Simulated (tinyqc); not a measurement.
Worked calculation: extended Hueckel theory, for BH3. One step of it, computed by the program tinyqc.

Question. Wolfsberg-Helmholz matrix. H_ij = K' S_ij (H_ii + H_jj)/2 for i != j (the diagonal keeps H_ii), with K' = 2.

overlap S:
```
           1B 2s     1B 2px     1B 2py     1B 2pz      2H 1s      3H 1s      4H 1s
1B 2s   1.000000   0.000000   0.000000   0.000000   0.501042   0.500598   0.500598
1B 2px  0.000000   1.000000   0.000000   0.000000   0.539467  -0.269612  -0.269612
1B 2py  0.000000   0.000000   1.000000   0.000000   0.000000   0.466957  -0.466957
1B 2pz  0.000000   0.000000   0.000000   1.000000  -0.013452  -0.013434  -0.013434
2H 1s   0.501042   0.539467   0.000000  -0.013452   1.000000   0.099939   0.099939
3H 1s   0.500598  -0.269612   0.466957  -0.013434   0.099939   1.000000   0.099805
4H 1s   0.500598  -0.269612  -0.466957  -0.013434   0.099939   0.099805   1.000000
```

diagonal H_ii (eV): 1B 2s -15.200000, 1B 2px -8.500000, 1B 2py -8.500000, 1B 2pz -8.500000, 2H 1s -13.600000, 3H 1s -13.600000, 4H 1s -13.600000

K = 2.000000

Give: H.

Answer.

H (eV):
```
           1B 2s    1B 2px    1B 2py   1B 2pz     2H 1s     3H 1s     4H 1s
1B 2s   -15.2000    0.0000    0.0000   0.0000  -14.4300  -14.4172  -14.4172
1B 2px    0.0000   -8.5000    0.0000   0.0000  -11.9222    5.9584    5.9584
1B 2py    0.0000    0.0000   -8.5000   0.0000    0.0000  -10.3198   10.3198
1B 2pz    0.0000    0.0000    0.0000  -8.5000    0.2973    0.2969    0.2969
2H 1s   -14.4300  -11.9222    0.0000   0.2973  -13.6000   -2.7184   -2.7184
3H 1s   -14.4172    5.9584  -10.3198   0.2969   -2.7184  -13.6000   -2.7147
4H 1s   -14.4172    5.9584   10.3198   0.2969   -2.7184   -2.7147  -13.6000
```
